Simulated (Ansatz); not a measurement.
An Ansatz input:

```yaml
crystal:
  lattice:
    - [0.0, 1.9869669267, 1.9869669267]
    - [1.9869669267, 0.0, 1.9869669267]
    - [1.9869669267, 1.9869669267, 0.0]
  atoms:
    - { symbol: Pd, position: [0.0, 0.0, 0.0] }
hamiltonian:
  xc: revpbe
  pseudopotentials:
    kind: paw
    azcp:
      Pd: "pseudopotentials/Pd.paw.azcp"
basis:
  ecutwfc: 420
  fft_grid_basis: typed
kpoints:
  mp_grid: { grid: [22, 22, 22], shift: [0, 0, 0] }
magnetization:
  spin_polarized: false
scf:
  occupations: { method: fermi_dirac, width: 0.1 }
```

Terminal output

```
Engine: ansatz 0.2.0, aarch64-unknown-linux-gnu
Pseudopotentials: kind: paw
Pseudopotential: Pd, paw, valence charge 18, recommended cutoff 420 eV (normal) 
Functional definition: revPBE
  parameter kappa = 1.245
  parameter beta = 0.06672455060314922
  exchange = pbe_x(kappa = kappa, mu = beta*pi^2/3)
  correlation = pbe_c(beta = beta)
Crystal: 1 atoms, lattice volume = 15.689 Å³
Basis set: ecut = 420 eV, 331 PW (Γ)
Bands: 13, of which v1, the nominal top of the filled ones, is band 9 counted from 1 (8 counted from 0)
Symmetry: 48 space group operations
Space group: Fm-3m (ITA 225), of the structure as read, at distance tolerance 2.5e-5 Å
k-points: 328 of 10648
Non-local potential: Pd, projectors of the file, l = 0: 2, l = 1: 2, l = 2: 2, l = 3: 1
PAW form: soft (Blöchl's): semilocal exchange-correlation on the pseudo side does not see the compensation charge
PAW frozen core: Pd, regenerated for the run's functional, and the local potential with it (the file was generated under x = pbe(κ = 0.804, μ = 0.2195149727645171), c = pbe(β = 0.06672455060314922))
PAW one-centre angular grid: Pd, 590 points (default); XC on 64 Gauss nodes
Initial density: superposition of atomic densities (neutral atoms: chi_scale 0, normalization atom), corrected by the library's trained network
Initial wavefunctions: pseudopotential atomic-orbital guess
Functional: x = revpbe(κ = 1.245, μ = 0.2195149727645171), c = pbe(β = 0.06672455060314922)
SCF iter   1: F=—  HF=-6978.382145 eV  |F-HF|=—  |Δ(HF+E_count)|=         —  Δρ=6.53e-3  dr2=5.91e-3  ethr=1.77e-3  ⟨swp⟩=5.0  Hψ=24673  notcnv=0
SCF iter   2: F=—  HF=-6978.380806 eV  |F-HF|=—  |Δ(HF+E_count)|=   1.34e-3  Δρ=2.12e-3  dr2=3.83e-4  ethr=3.28e-5  ⟨swp⟩=1.1  Hψ=7051  notcnv=0
SCF iter   3: F=—  HF=-6978.380867 eV  |F-HF|=—  |Δ(HF+E_count)|=   6.08e-5  Δρ=6.47e-4  dr2=2.53e-5  ethr=2.13e-6  ⟨swp⟩=1.2  Hψ=4562  notcnv=0
SCF iter   4: F=—  HF=-6978.380890 eV  |F-HF|=—  |Δ(HF+E_count)|=   2.33e-5  Δρ=6.85e-5  dr2=4.96e-7  ethr=1.41e-7  ⟨swp⟩=2.5  Hψ=6992  notcnv=0
iter 5 did not close the SCF: its close was put off for the readings that it lacked (scf_convergence_deferred on its scf_iter line)
SCF iter   5: F=-6978.380891 eV  HF=-6978.380891 eV  |F-HF|=6.59e-10  |Δ(HF+E_count)|=   1.61e-7  Δρ=5.70e-6  dr2=1.41e-9  ethr=2.76e-9  ⟨swp⟩=2.7  Hψ=7273  notcnv=0
SCF iter   6: F=-6978.380891 eV  HF=-6978.380891 eV  |F-HF|=9.64e-11  |Δ(HF+E_count)|=  4.46e-11  Δρ=9.45e-7  dr2=1.30e-10  ethr=7.81e-12  ⟨swp⟩=1.0  Hψ=12700  notcnv=0
SCF 1 converged in 6 iterations: F = -6978.380891 eV  dr2 = 1.30e-10
SCF converged after 6 iterations
Free energy (F): -6978.380891 eV
Harris-Foulkes:  -6978.380891 eV  (|F-HF|=9.64e-11)
Internal energy: -6978.312959 eV  (E = F + TS)
E sigma→0 (E₀):  -6978.346925 eV
Entropy (-TS):   -0.067931 eV (-67.931 meV/atom)
Fermi energy:    18.331074 eV
--- Per-component energies (eV) ---
  E_band       = -159.731385
  E_kinetic    = 512.858664
  E_local      = -1835.438803  (includes V_loc(G=0)·N_el)
  E_nonlocal   = 216.707080
  E_hartree    = 743.092672
  E_xc         = -168.413920
  E_vxc        = -211.013564  (∫ρ·V_xc dr)
  E_paw        = -3755.676607  (= ΣΔE_a)
  E_vpaw       = -329.029705  (= ΣTr[D̂ρ^β])
  E_aug_tail   = 0.000221  (compensation charges beyond the density's cutoff)
  E_ewald      = -2691.364104
  E_core_change = -0.078162  (= ΣΔE_core)
  E_smearing   = -0.067931  (= −TS)
  E_closure    = 0.000000  (closes the sum)
  Σ components = -6978.380891   (vs F -6978.380891, Δ=0.00e0)
```
